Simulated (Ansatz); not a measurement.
**CHSi (doublet): wave-function methods side by side, 6-31G**

How much of the correlation energy of CHSi (doublet) does each wave-function method recover here?

The runs use Ansatz 0.2.0, Gaussian basis; 6-31G, core rule «outside noble gas», up to 6 orbitals frozen.

To be run: UHF; CCSD(T) on ROHF; CCSD(T) on UHF; BCCD(T) on ROHF; CISD; CCSDT(Q) on ROHF; CCSDT(Q) on UHF; CISDTQ; CCSDTQ on ROHF; CCSDTQ on UHF; CASSCF and MRCISD+Q, 9 electrons in 9 orbitals; CASSCF and MRCISD+Q(relaxed), 9 electrons in 9 orbitals; CASSCF and NEVPT2, 9 electrons in 9 orbitals; Full CI.

18 further runs of the same task are left out: 6 that didn't finish, 12 set aside as unsound or not needed.

## (1) What is computed

The geometry is a PBE0/def2-TZVP stationary point (not a proven minimum) of the parent state, kept for this charge and spin.

3 atoms, charge 0, spin multiplicity 2.

Atoms are counted from 1 here; the program's logs count them from 0.

Bond lengths: Si1–C2 1.893 Å, C2–H3 1.096 Å. Angles: Si1–C2–H3 133.1°.

Geometry (Å):

```xyz
3
charge 0, multiplicity 2
Si    0.00000    0.03255    0.61723
C     0.00000   -0.12702   -1.26855
H     0.00000    0.60655   -2.08253
```

## (2) UHF

Contents of in.yaml:

```yaml
crystal:
  periodic: [false, false, false]
  atoms:
    - {symbol: Si, position_ang: [0.000000, 0.032553, 0.617233]}
    - {symbol: C, position_ang: [0.000000, -0.127023, -1.268554]}
    - {symbol: H, position_ang: [0.000000, 0.606549, -2.082531]}
basis:
  gaussian: {orbitals: 6-31G}
magnetization: {spin_polarized: true, initial_magnetization: 1}
hamiltonian: {xc: hf}
output: {orbitals: {seedname: orbitals}}
```

Run with:

```sh
> ansatz run in.yaml --threads 1 --pin off --events-out ev --progress --plain --max-ram 2393MiB
```

Further steps of the session: CCSD(T) on ROHF; CCSD(T) on UHF; BCCD(T) on ROHF; CISD; CCSDT(Q) on ROHF; CCSDT(Q) on UHF; CISDTQ; CCSDTQ on ROHF; CCSDTQ on UHF; CASSCF and MRCISD+Q, 9 electrons in 9 orbitals; CASSCF and MRCISD+Q(relaxed), 9 electrons in 9 orbitals; CASSCF and NEVPT2, 9 electrons in 9 orbitals; Full CI.

Q: Predict the results of all the runs planned. Wanted: FCI below the RHF energy; RMP2 from FCI; UMP2 from FCI; RCCSD from FCI; RCCSD(T) from FCI; UCCSD(T) from FCI; RCCSDT(Q) from FCI; UCCSDT(Q) from FCI; NEVPT2 valence from FCI.

**Answer**, as computed:

| quantity | value |
| --- | --- |
| FCI below the RHF energy | -4.5572 eV |
| RMP2 from FCI | +23.57 kcal/mol |
| UMP2 from FCI | +31.26 kcal/mol |
| RCCSD from FCI | +5.58 kcal/mol |
| RCCSD(T) from FCI | +1.58 kcal/mol |
| UCCSD(T) from FCI | +2.15 kcal/mol |
| RCCSDT(Q) from FCI | +0.09 kcal/mol |
| UCCSDT(Q) from FCI | +0.21 kcal/mol |
| NEVPT2 valence from FCI | +7.04 kcal/mol |
| MRCISD+Q valence from FCI | +0.34 kcal/mol |
| MRCISD+Q(relaxed) valence from FCI | -0.03 kcal/mol |
| levels within 1 kcal/mol (43 meV) | RCCSDT, UCCSDT, CISDTQ, RCCSDT(Q), UCCSDT(Q), RCCSDTQ, UCCSDTQ, MRCISD+Q valence, MRCISD+Q(relaxed) valence |
| T1 diagnostic | 0.064 |
| effectively unpaired electrons | 1.30 |

**Reading.** RCCSD(T) lands +1.58 kcal/mol from the yardstick (1.5 % of the correlation energy). CCSD(T) misses by +1.58 kcal/mol on the restricted determinant and by +2.15 kcal/mol on the unrestricted one; the two need not hold the same state or core. The occupations show some static correlation. Of the multireference levels listed MRCISD+Q(relaxed) valence comes nearest in total energy (-0.03 kcal/mol), which doesn't show that its space is the better one. These misses are within one basis, not against nature; the frozen cores of restricted and unrestricted runs differ, which can shift their rows.
